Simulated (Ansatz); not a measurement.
**hcp Cd**

The numbers are results of r²SCAN (Ansatz, a first-principles code, PAW), not measurements.

Numerical settings: plane-wave cutoff 500 eV, 24×24×1 k mesh (along the axes of the cell as run), Fermi–Dirac smearing 0.1 eV, scalar-relativistic PAW data made under PBE.

Cell: relaxed at this level.

```
Quantity                               Value
---------------------------------  ---------
surface energy of the (0001) face  0.29 J/m²
work function of the (0001) face     3.86 eV
```

The slab of 6 atoms is relaxed and unreconstructed.

The computed numbers hold no vibrational or temperature effects.

Computing time: very roughly 5 core-minutes.
